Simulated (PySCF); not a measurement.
Species: C5H11P.
Numbering: `[CH3:1][CH2:2][CH2:3][P:4]1[CH2:5][CH2:6]1` (hydrogens: H7, H8, H9 on C1; H10, H11 on C2; H12, H13 on C3; H14, H15 on C5; H16, H17 on C6)

Torsions of this conformer, `[CH3:1][CH2:2][CH2:3][P:4]1[CH2:5][CH2:6]1`: C1–C2–C3–P4 -67°, C2–C3–P4–C5 151°.

The closed-shell ground state was solved at several levels (PySCF, density fitting, gas phase, non-relativistic). One conformer (not necessarily the lowest) at the PBE0-D3(BJ)/def2-SVP geometry, without solvent, vibrations or thermal averaging.

```tsv
level	basis functions	total energy (Eh)	HOMO (eV)	LUMO (eV)	gap (eV)	dipole (D)
B3LYP/def2-SVPD	212	-538.2687	-6.80	0.29	7.09	1.18
KT2/pcSseg-1	164	-544.7447	-5.94	-0.25	5.69	1.20
```

Task: Estimate the row for PBE0/pcSseg-1, a basis of 164 functions; the other rows only guide the guess.

Result: Total energy -538.0707 Eh, HOMO -7.02 eV, LUMO 0.73 eV, gap 7.75 eV, dipole 1.28 D.

Task: Over all these levels, which gives the widest orbital gap and which the narrowest?

Result: PBE0/pcSseg-1 (global hybrid, 25 % exact exchange) has the widest, 7.75 eV, and KT2/pcSseg-1 (GGA) the narrowest, 5.69 eV. The two share the basis. From the narrowest to the widest the HOMO moves by -1.08 eV and the LUMO by +0.98 eV.

Task: How far do the dipole and the HOMO energy spread over the levels?

Result: The dipole runs from 1.18 to 1.28 D (mean 1.22 D) and the HOMO from -7.02 to -5.94 eV.
